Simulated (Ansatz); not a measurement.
```yaml
crystal:
  periodic: [false, false, false]
  atoms:
    - {symbol: C, position_ang: [-1.524678, -0.076331, -0.093886]}
    - {symbol: Se, position_ang: [0.252892, 0.024289, 0.000500]}
    - {symbol: H, position_ang: [-2.223526, 0.354341, 0.600174]}
    - {symbol: H, position_ang: [0.580686, -1.347532, 0.479414]}
basis:
  gaussian: {orbitals: def2-TZVP}
magnetization: {spin_polarized: true, initial_magnetization: 2}
hamiltonian: {xc: pbe0}
relax: {f_tol: 0.004, max_steps: 80}
```

```sh
$ ansatz run in.yaml --threads 1 --pin off --events-out ev --progress --plain --max-ram 2176MiB
```

Steps of the relaxation (energy above the last step; positions in Å, forces in eV/Å):

```
4
step 1, 38.4 meV
C    -1.525   -0.076   -0.094   -0.613   -0.114   -0.082
Se    0.253    0.024    0.001    1.179   -0.031   -0.064
H    -2.224    0.354    0.600   -0.438    0.056    0.164
H     0.581   -1.348    0.479   -0.128    0.089   -0.018
```

```
4
step 2, 6.8 meV
C    -1.515   -0.064   -0.088   -0.350    0.010    0.018
Se    0.287    0.027   -0.020    0.500   -0.072   -0.010
H    -2.244    0.337    0.607   -0.104   -0.023    0.011
H     0.559   -1.344    0.487   -0.046    0.085   -0.019
```

```
4
step 3, 1.1 meV
C    -1.512   -0.029   -0.102   -0.053   -0.022    0.093
Se    0.311    0.019   -0.044    0.014    0.025    0.007
H    -2.252    0.302    0.625    0.073   -0.010   -0.081
H     0.538   -1.337    0.507   -0.033    0.008   -0.019
```

```
4
step 4, 0.2 meV
C    -1.511   -0.051   -0.089   -0.055    0.046    0.038
Se    0.312    0.026   -0.036   -0.022   -0.029    0.009
H    -2.254    0.318    0.615    0.057   -0.030   -0.047
H     0.538   -1.338    0.496    0.019    0.012   -0.001
```

```
4
step 5, 0.0 meV
C    -1.513   -0.048   -0.091   -0.025    0.012    0.022
Se    0.310    0.024   -0.036    0.006   -0.002   -0.001
H    -2.253    0.317    0.616    0.020   -0.012   -0.021
H     0.542   -1.338    0.497   -0.001    0.002    0.000
```

```
4
step 7, 0.0 meV
C    -1.513   -0.047   -0.091    0.001    0.000    0.001
Se    0.310    0.024   -0.037   -0.001    0.000    0.000
H    -2.253    0.316    0.616    0.000    0.000   -0.001
H     0.541   -1.338    0.498    0.000    0.000    0.000
```

Close pairs at the end: C1–H3 1.086 Å, Se2–H4 1.481 Å, C1–Se2 1.825 Å.

A stationary point of unrestricted PBE0 after 7 steps, with ⟨S²⟩ = 2.012 against 2.00 for a pure state; no frequencies were run, so it isn't proven a minimum. 30 s on 1 thread of Intel Xeon Platinum 8259CL, shared host.
